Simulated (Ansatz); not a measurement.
# C4H7FO: basis-set convergence

Aim: see how fast density functionals converge with the basis set for C4H7FO.

The runs use Ansatz 0.2.0, Gaussian basis; one geometry, several basis sets.

The runs, in order: PBE0-D4/def2-SVP; ωB97M-V/def2-SVP; PBE0-D4/def2-QZVPP; ωB97M-V/def2-QZVPP; the functionals' def2-TZVPP values are taken from earlier runs.

## 1. The geometry

An earlier PBE0-D4 in a triple-zeta def2 set relaxation fixed the geometry.

13 atoms, charge 0, spin multiplicity 1.

Atoms are counted from 1 here; the program's logs count them from 0.

Bond lengths: C1–C2 1.524 Å, C1–H7 1.092 Å, C1–H8 1.091 Å, C1–H9 1.092 Å, C2–C3 1.487 Å, C2–H10 1.093 Å, C2–H11 1.096 Å, C3–O4 1.355 Å, C3–C5 1.328 Å, O4–H12 0.964 Å, C5–F6 1.356 Å, C5–H13 1.079 Å. Angles: C2–C1–H7 110.6°, C2–C1–H8 110.9°, C2–C1–H9 110.8°, H7–C1–H8 108.2°, H7–C1–H9 108.2°, H8–C1–H9 108.0°, C1–C2–C3 112.9°, C1–C2–H10 110.5°, C1–C2–H11 109.6°, C3–C2–H10 108.5°, C3–C2–H11 108.2°, H10–C2–H11 106.9°, C2–C3–O4 114.1°, C2–C3–C5 123.4°, O4–C3–C5 122.5°, C3–O4–H12 108.5°, C3–C5–F6 119.5°, C3–C5–H13 126.2° and more.

## 2. PBE0-D4 in def2-SVP

in.yaml reads:

```yaml
crystal:
  periodic: [false, false, false]
  atoms:
    - {symbol: C, position_ang: [-0.665657, -1.224128, 1.072703]}
    - {symbol: C, position_ang: [0.516074, -0.699056, 0.265959]}
    - {symbol: C, position_ang: [0.156204, 0.451199, -0.604166]}
    - {symbol: O, position_ang: [-0.769812, 0.160635, -1.549894]}
    - {symbol: C, position_ang: [0.683140, 1.662382, -0.468867]}
    - {symbol: F, position_ang: [0.291354, 2.657491, -1.302023]}
    - {symbol: H, position_ang: [-0.369025, -2.086966, 1.672362]}
    - {symbol: H, position_ang: [-1.479907, -1.531090, 0.414824]}
    - {symbol: H, position_ang: [-1.047790, -0.454985, 1.747625]}
    - {symbol: H, position_ang: [1.326578, -0.390605, 0.930727]}
    - {symbol: H, position_ang: [0.912057, -1.498619, -0.370349]}
    - {symbol: H, position_ang: [-0.954286, 0.961236, -2.054243]}
    - {symbol: H, position_ang: [1.421571, 1.957705, 0.260041]}
basis:
  gaussian: {orbitals: def2-SVP}
hamiltonian: {xc: pbe0, dispersion: d4}
output: {orbitals: {seedname: orbitals}}
```

The runs that follow: ωB97M-V in def2-SVP; PBE0-D4 in def2-QZVPP; ωB97M-V in def2-QZVPP.

Q: Predict the results of all the runs planned. Wanted: PBE0-D4: double and triple zeta above quadruple; ωB97M-V: double and triple zeta above quadruple.

The runs gave:

| quantity | value |
| --- | --- |
| PBE0-D4: double and triple zeta above quadruple | 10.96, 0.50 eV |
| ωB97M-V: double and triple zeta above quadruple | 11.32, 0.48 eV |

For PBE0-D4 the step from double to triple zeta gains 10.46 eV and the next only 0.50 eV. These are total energies; as a rule much of such shifts cancels in differences, which this series doesn't test. The LUMO of ωB97M-V is positive and keeps falling with the basis (3.25 to 1.81 eV): an unbound level that the basis holds in place.
